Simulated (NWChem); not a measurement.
System: fluorine (F$_{2}$); SMILES FF

Program: NWChem. All runs use the structure optimised with PBE0-D3(BJ)/def2-TZVP.

**Question.** Estimate the computed values for LDA (Slater exchange, VWN5)/def2-TZVP. Quantities: highest occupied level (eV); orbital gap (eV).

**Answer.** 
- highest occupied level (eV) = -9.41
- orbital gap (eV) = 3.94
